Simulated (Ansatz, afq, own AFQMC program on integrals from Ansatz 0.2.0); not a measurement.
**SiH$_{3}$⁺, triplet in cc-pVDZ, levels against full CI**

```yaml
atoms:
  - { symbol: Si, position_ang: [0.0000, 0.0677, -0.0787] }
  - { symbol: H, position_ang: [0.0000, -1.2255, -0.8234] }
  - { symbol: H, position_ang: [0.4393, -0.3298, 1.5083] }
  - { symbol: H, position_ang: [-0.4393, -0.3298, 1.5083] }
```

Basis cc-pVDZ. Noble-gas cores (and the filled d shells of Ga–Kr and In–Xe) are frozen. AFQMC by an in-house program on the Cholesky factors that Ansatz 0.2.0 writes for its CCSD(T) run. ph-AFQMC/CISD is guided by a CISD state made of CCSD amplitudes; releasing the constraint for a short imaginary time cuts its bias at the price of noise, slowly where states lie close. Free projection: walkers drawn from exp(T), propagated without any constraint. Its projection time is finite, and what remains of the start isn't in its error. ± is one standard error of the sampling.

Determinant: UHF, the one that the program's search chose, which needn't be the lowest solution. The geometry is a point of a scan.

Full CI on the same integrals is exact in this basis and with this determinant's frozen core.

Cautions: lower spins were not checked.

The T1 diagnostic is 0.0172. The weight of the determinant in the CISD state is 0.934 and the ⟨S²⟩ of the determinant is 2.005. The size of the correlated space is 6 electrons in 28 orbitals.

| level | correlation energy (eV) |
| --- | --- |
| MP2 | -2.0738 |
| CCSD | -2.7186 |
| CCSD(T) | -2.7737 |

Estimate where phaseless AFQMC with the Hartree–Fock trial lies against CCSD(T) on the same integrals.

0.3 ± 1.2 kJ/mol below CCSD(T). The gap is under twice the noise, so this walk alone can't tell the two apart.

Reference: full CI, correlation energy -2.793 eV. The released energy is read at 2.40 1/Eh (meV from the phaseless value at times in 1/Eh: 0.0 ± 0.7 at 0.24, 0.0 ± 0.7 at 0.51, -1.3 ± 0.7 at 0.99, -2.1 ± 0.8 at 1.62, -1.9 ± 0.9 at 2.40).

| level | E − E(reference) (kJ/mol) | share of correlation (%) |
| --- | --- | --- |
| CCSD(T) | 1.9 | 99.30 |
| CCSDT | 0.1 | 99.95 |
| CCSDT(Q) | 0.0 | 99.99 |
| CCSDTQ | 0.0 | 100.00 |
| ph-AFQMC/HF | 1.6 ± 1.2 | 99.40 |
| ph-AFQMC/CISD | 0.3 ± 0.1 | 99.88 |
| released AFQMC | 0.1 ± 0.09 | 99.95 |
| free AFQMC | 0.0 ± 0.08 | 100.02 |

CCSDT and higher add their correlation energy to the determinant of the CCSD(T) run, since their own runs factorise the integrals more tightly (a shift of under 2 meV). Free projections are given only where their last times agree within the noise and don't stop above the reference; a slow remainder of the start can still hide under it. A walk keeps the symmetry of its determinant, which the program's search chose and which needn't be the lowest solution, so a lower state of the same spin and another symmetry isn't excluded. Released energies are given only where the last usable release times agree within the noise; a slower fall can still hide under it.
